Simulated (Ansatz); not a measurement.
Ideal-gas functions of C$_{3}$H$_{3}$NO, SMILES `C=C(O)C#N` at 800 K and 1 bar, from an Ansatz frequency run at PBE0-D4/def2-TZVP.

Molar mass 69.06 g/mol, point group Cs (symmetry number 1), electronic degeneracy 1, moments of inertia 48.079, 116.466, 164.545 u Å². Harmonic wavenumbers (cm⁻¹, unscaled): 199, 221, 302, 425, 627, 657, 737, 811, 892, 986, 1242, 1353, 1425, 1735, 2362, 3195, 3301, 3866.

Use S(trans) = R[1.5 ln M + 2.5 ln T − 1.1517]; rotational temperatures θ = 24.2544 K / I; S(rot) = R[ln(√π/σ · √(T³/θAθBθC)) + 1.5]; for each mode x = 1.438777 ν̃/T, S = R[x/(eˣ − 1) − ln(1 − e⁻ˣ)] and H = RT x/(eˣ − 1); 1 cm⁻¹ = 0.0119627 kJ/mol; R = 8.31446 J/(mol·K).

**Question.** By hand: the entropy, in J/(mol·K).

**Answer.** Translation 182.2. Rotation: θ = 0.5045, 0.2083, 0.1474 K, giving 117.9. Vibration, mode by mode: 16.90, 16.04, 13.49, 10.75, 7.74, 7.39, 6.55, 5.88, 5.22, 4.56, 3.17, 2.71, 2.45, 1.57, 0.63, 0.18, 0.15, 0.06, in all 105.5. Electronic 0.0. Sum 405.6 J/(mol·K).

**Question.** By hand: H − E and G − E in kJ/mol, counted from the electronic energy.

**Answer.** Zero-point energy ½ × 24336 × 0.0119627 = 145.6; thermal vibration 45.1; translation, rotation and pV give 4 RT = 26.6. H − E = 217.3 kJ/mol, and G − E = 217.3 − 800 × 405.6/1000 = -107.2 kJ/mol.

Vibration gives 26 % of the entropy. The sum counts one conformer and one mirror image; others add a mixing term.
